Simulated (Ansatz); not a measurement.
NS (`[N]=S`) radical, relaxed with UKS PBE-D4/def2-SVP in Ansatz 0.2.0 from a rough embedded geometry. The force threshold is 0.03 eV/Å; the program also tests the step.

Total charge 0; spin multiplicity 2.

Start:

```xyz
2

N     0.428   -0.528    0.271
S    -0.428    0.528   -0.271
```

(1) By how much does the energy fall, and how many steps does the optimiser take? (An estimate is asked.)

(2) Which bonds change most? (Best estimate.)

(3) Give the relaxed structure. (An estimate is asked.)

Results:

(1) Computed: 10.35 kJ/mol, in 4 steps.

(2) Computed: N1–S2 from 1.463 to 1.524 Å.

(3) Ansatz gave: 
```xyz
2

N     0.445   -0.550    0.282
S    -0.445    0.550   -0.282
```
